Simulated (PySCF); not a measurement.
# OF (SMILES [O]F): UM06-L/aug-cc-pVTZ

Aim: the vertical electron affinity of OF at UM06-L/aug-cc-pVTZ, from 2 runs. The job is set up through a Python script.

The calculation is run with PySCF 2.14.0.

1 further run of the same task is left out (set aside as unsound or not needed).

## 1. The molecule

OF has 2 atoms, charge 0, and is taken as a doublet. SMILES: `[O]F`. Geometry: relaxed at PBE0-D4/def2-TZVP.

Bond lengths: O1–F2 1.330 Å.

## 2. The energy at UM06-L/aug-cc-pVTZ

The input, input.py:

```python
# Oxygen monofluoride
from pyscf import gto, dft

mol = gto.Mole()
mol.atom = [
    ('O', (0.000000, 0.000000, -0.015950)),
    ('F', (-0.000000, -0.000000, 1.314400)),
]
mol.basis = 'aug-cc-pvtz'
mol.verbose = 3
mol.max_memory = 1860
mol.spin = 1
mol.build()

myscf = dft.UKS(mol)
myscf.xc = 'm06-l'
myscf.conv_tol = 1e-10
myscf.grids.level = 5
myscf.kernel()
if not myscf.converged:
    myscf = myscf.newton().run(myscf.mo_coeff, myscf.mo_occ)

e_tot = myscf.e_tot
print('E(%s) = %.9f' % ('M06-L', e_tot))
```

Started as:

```bash
OMP_NUM_THREADS=1 python input.py
```

Output:

```text
WARN: HOMO -0.304376148084271 >= LUMO -0.304376148084272

converged SCF energy = -174.910748000077  <S^2> = 0.75433012  2S+1 = 2.0043254
E(M06-L) = -174.910748000
```

It took 35 s on 1 thread of Arm Neoverse V2, shared host; peak memory 0.48 GiB.

## 3. The singlet anion at the same level

The input, calc.py:

```python
from pyscf import gto, dft

mol = gto.M(
    atom='''
O      0.000000     0.000000    -0.030141
F      0.000000     0.000000     2.483856
''',
    charge=-1,
    spin=0,
    max_memory=1860,
    basis='aug-cc-pvtz',
    verbose=3,
    unit='bohr',
)

mf = dft.RKS(mol, xc='m06-l')
mf.conv_tol = 1e-10
mf.grids.level = 5
mf.kernel()
if not mf.converged:
    mf = mf.newton().run(mf.mo_coeff, mf.mo_occ)

e_final = mf.e_tot
print('E(%s) = %.9f' % ('M06-L', e_final))
```

Started as:

```bash
OMP_NUM_THREADS=1 python calc.py
```

Output:

```text
converged SCF energy = -174.966211171263
E(M06-L) = -174.966211171
```

It took 11 s on 1 thread of Arm Neoverse V2, shared host; peak memory 0.48 GiB.

## 4. Outcome

Level: UM06-L/aug-cc-pVTZ.

| quantity | value |
| --- | --- |
| doublet OF: total energy | -174.91075 Eh |
| doublet OF: dipole moment | 0.13 D |
| doublet OF: HOMO energy (highest over α and β) | -7.23 eV |
| doublet OF: LUMO energy (lowest over α and β) | -5.85 eV |
| doublet OF: ⟨S²⟩ | 0.754 |
| singlet anion: total energy | -174.96621 Eh |
| singlet anion: HOMO energy | 2.82 eV |
| singlet anion: LUMO energy | 5.96 eV |
| singlet anion: HOMO–LUMO gap (to an unbound level, set by the basis) | 3.14 eV |
| vertical electron affinity (to the singlet anion) | 1.509 eV |

**Reading.** At fixed nuclei the extra electron is bound by 1.51 eV (146 kJ/mol). The HOMO (singlet anion) lies at positive energy, 2.82 eV, as semi-local functionals often give for anions; only total energies tell whether the electron is bound.
